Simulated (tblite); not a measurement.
C3H4F2O.
Atom-mapped SMILES: `[CH3:1][O:2]/[C:3]([F:4])=[CH:5]\[F:6]` (hydrogens: H7, H8, H9 on C1; H10 on C5)

Computed with GFN2-xTB (tblite), gas phase: Langevin dynamics at 400 K from the optimised GFN2-xTB geometry, time step 0.5 fs, friction 0.01 fs⁻¹, 2000 steps. The instantaneous temperature is 2·E(kin)/(3Nk) with all 3N coordinates.

| t (fs) | T (K) | E(pot) above start (eV) | C1–O2 (Å) | O2–C3 (Å) | C3–F4 (Å) | C3=C5 (Å) | C5–F6 (Å) | C1–H7 (Å) | C1–O2–C3–F4 (°) |
| --- | --- | --- | --- | --- | --- | --- | --- | --- | --- |
| 0 | 339 | 0.000 | 1.418 | 1.332 | 1.349 | 1.329 | 1.344 | 1.087 | 0 |
| 25 | 198 | 0.270 | 1.399 | 1.308 | 1.344 | 1.343 | 1.361 | 1.135 | 5 |
| 50 | 333 | 0.320 | 1.455 | 1.337 | 1.366 | 1.313 | 1.346 | 1.110 | 16 |
| 75 | 372 | 0.302 | 1.442 | 1.294 | 1.360 | 1.345 | 1.347 | 1.044 | -3 |
| 100 | 415 | 0.353 | 1.450 | 1.288 | 1.350 | 1.348 | 1.372 | 1.058 | -8 |
| 125 | 347 | 0.413 | 1.397 | 1.310 | 1.379 | 1.310 | 1.459 | 1.128 | -11 |
| 150 | 356 | 0.372 | 1.415 | 1.325 | 1.320 | 1.338 | 1.367 | 1.098 | -16 |
| 175 | 274 | 0.550 | 1.427 | 1.308 | 1.343 | 1.348 | 1.307 | 1.055 | -10 |
| 200 | 351 | 0.408 | 1.464 | 1.317 | 1.413 | 1.312 | 1.295 | 1.094 | -12 |
| 225 | 402 | 0.575 | 1.445 | 1.282 | 1.418 | 1.304 | 1.311 | 1.125 | -2 |
| 250 | 509 | 0.352 | 1.419 | 1.273 | 1.400 | 1.373 | 1.370 | 1.043 | 12 |
| 275 | 310 | 0.416 | 1.451 | 1.323 | 1.359 | 1.342 | 1.421 | 1.084 | 5 |
| 300 | 384 | 0.319 | 1.409 | 1.353 | 1.351 | 1.310 | 1.362 | 1.108 | 16 |
| 325 | 303 | 0.361 | 1.419 | 1.322 | 1.321 | 1.364 | 1.345 | 1.117 | 20 |
| 350 | 460 | 0.285 | 1.380 | 1.296 | 1.371 | 1.325 | 1.339 | 1.062 | 28 |
| 375 | 277 | 0.304 | 1.483 | 1.351 | 1.401 | 1.318 | 1.358 | 1.064 | 44 |
| 400 | 284 | 0.400 | 1.421 | 1.303 | 1.360 | 1.350 | 1.321 | 1.161 | 49 |
| 425 | 371 | 0.270 | 1.365 | 1.355 | 1.342 | 1.350 | 1.324 | 1.129 | 32 |
| 450 | 313 | 0.502 | 1.411 | 1.419 | 1.330 | 1.315 | 1.391 | 1.052 | 42 |
| 475 | 312 | 0.427 | 1.399 | 1.338 | 1.309 | 1.344 | 1.365 | 1.110 | 38 |
| 500 | 188 | 0.420 | 1.448 | 1.350 | 1.373 | 1.345 | 1.300 | 1.139 | 24 |
| 525 | 280 | 0.423 | 1.407 | 1.338 | 1.396 | 1.309 | 1.317 | 1.094 | 22 |
| 550 | 310 | 0.389 | 1.435 | 1.359 | 1.359 | 1.297 | 1.312 | 1.035 | 20 |
| 575 | 227 | 0.427 | 1.419 | 1.331 | 1.336 | 1.356 | 1.317 | 1.082 | 25 |
| 600 | 309 | 0.424 | 1.387 | 1.298 | 1.375 | 1.356 | 1.385 | 1.136 | 21 |
| 625 | 568 | 0.370 | 1.391 | 1.330 | 1.451 | 1.307 | 1.378 | 1.115 | 32 |
| 650 | 307 | 0.530 | 1.479 | 1.326 | 1.312 | 1.330 | 1.344 | 1.094 | 34 |
| 675 | 542 | 0.414 | 1.511 | 1.308 | 1.335 | 1.397 | 1.340 | 1.062 | 21 |
| 700 | 563 | 0.455 | 1.391 | 1.308 | 1.407 | 1.297 | 1.353 | 1.115 | 6 |
| 725 | 666 | 0.433 | 1.393 | 1.301 | 1.405 | 1.296 | 1.348 | 1.109 | -8 |
| 750 | 360 | 0.806 | 1.482 | 1.323 | 1.430 | 1.370 | 1.407 | 1.055 | -3 |
| 775 | 536 | 0.679 | 1.434 | 1.315 | 1.312 | 1.332 | 1.297 | 1.074 | -44 |
| 800 | 686 | 0.277 | 1.440 | 1.362 | 1.363 | 1.353 | 1.324 | 1.128 | -29 |
| 825 | 658 | 0.517 | 1.414 | 1.321 | 1.360 | 1.337 | 1.377 | 1.124 | -42 |
| 850 | 586 | 0.546 | 1.449 | 1.296 | 1.342 | 1.307 | 1.346 | 1.047 | -49 |
| 875 | 526 | 0.463 | 1.465 | 1.283 | 1.381 | 1.370 | 1.378 | 1.027 | -18 |
| 900 | 520 | 0.503 | 1.431 | 1.295 | 1.410 | 1.339 | 1.345 | 1.137 | -39 |
| 925 | 537 | 0.364 | 1.418 | 1.330 | 1.390 | 1.314 | 1.358 | 1.174 | -3 |
| 950 | 564 | 0.328 | 1.463 | 1.317 | 1.352 | 1.347 | 1.336 | 1.103 | 8 |
| 975 | 378 | 0.410 | 1.423 | 1.321 | 1.393 | 1.354 | 1.346 | 1.045 | -20 |
| 1000 | 355 | 0.277 | 1.417 | 1.332 | 1.375 | 1.277 | 1.365 | 1.067 | -7 |

Q: From 500 fs on, how do temperature and potential energy compare with equipartition?

A: The mean temperature of these 21 frames is 460 K against the target 400 K, and the mean potential energy 0.45 eV against 24 × kT/2 = 0.41 eV for 24 classical harmonic modes. For 10 atoms in a canonical ensemble the temperature itself scatters by T·√(2/(3N)) = 103 K; here its standard deviation is 149 K. The whole run lasts only 10 friction times of 100 fs, so these averages carry a wide statistical error.

Q: What are the kinetic and total energies of the listed frame with the highest potential energy?

A: The one at 750 fs, 0.806 eV above the start. Its kinetic energy is 3NkT/2 = 0.465 eV at 360 K, so the sum is 1.27 eV; over the listed frames the sum runs from 0.44 to 1.37 eV, since the thermostat adds and removes energy.

Q: How much do the listed bonds fluctuate from 500 fs on?

A: 
```json
{"bond": "C1–O2", "at the start (Å)": "1.418", "mean (Å)": "1.433", "standard deviation (Å)": "0.033"}
{"bond": "O2–C3", "at the start (Å)": "1.332", "mean (Å)": "1.321", "standard deviation (Å)": "0.020"}
{"bond": "C3–F4", "at the start (Å)": "1.349", "mean (Å)": "1.374", "standard deviation (Å)": "0.035"}
{"bond": "C3=C5", "at the start (Å)": "1.329", "mean (Å)": "1.333", "standard deviation (Å)": "0.030"}
{"bond": "C5–F6", "at the start (Å)": "1.344", "mean (Å)": "1.346", "standard deviation (Å)": "0.028"}
{"bond": "C1–H7", "at the start (Å)": "1.087", "mean (Å)": "1.093", "standard deviation (Å)": "0.039"}
```

The motion is classical and holds no zero-point motion.

What follows is the cost of the whole dynamics run. Time: 4.7 s of wall time. Hardware: an Arm Neoverse V2 with one thread, shared host.
